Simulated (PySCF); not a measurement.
## Where CCSD(T) holds and where it slips

Each species is computed at the geometry given (Å), with frozen cores, in PySCF 2.14.0: RHF-CCSD(T) for singlets, UHF-CCSD(T) otherwise, and full CI in the same basis. The script picks the determinant by trial CCSD, so it needn't be the lowest Hartree–Fock solution. States: Al2H quartet Π, Al2H quartet Σ⁻ or Δ, B2H quartet A''. Cases whose determinant has another symmetry than full CI's state, or whose (Q) step broke down, weren't drawn.

Task: Judging by size, spin and bonding, rank them by the size of CCSD(T)'s error in total energy against full CI in the same basis, smallest first (an estimate).
A. B₂H, quartet, 6-31G: B -0.243 0.000 0.640; B 0.231 0.000 -0.804; H 0.124 0.000 1.760
B. Al$_{2}$H, quartet, 6-31G: Al 0.000 0.000 0.628; Al 0.000 0.000 -5.096; H 0.000 0.000 4.468
C. Al2H, quartet, 6-31G: Al 0.000 0.000 0.109; Al 0.000 0.000 -1.801; H 0.000 0.000 1.692

Result: B (10.5 meV), C (18.4 meV), A (24.1 meV).

| species | basis | correlated electrons | CCSD(T) − full CI (meV) | CCSDT(Q) − full CI (meV) | unpaired electrons (full CI) | T1 | ⟨S²⟩ of the determinant |
| --- | --- | --- | --- | --- | --- | --- | --- |
| Al2H, quartet | 6-31G | 7 | 10.5 | – | 3.15 | 0.010 | 3.75 |
| Al2H, quartet | 6-31G | 7 | 18.4 | – | 3.03 | 0.022 | 3.76 |
| B2H, quartet | 6-31G | 7 | 24.1 | – | 3.02 | 0.021 | 3.76 |

Unpaired electrons are Σ n²(2−n)² over natural occupations; an open shell counts its own unpaired electrons too. Frozen cores follow each run's orbitals, which moves totals by a few meV. A dash: (Q) wasn't run for open shells.
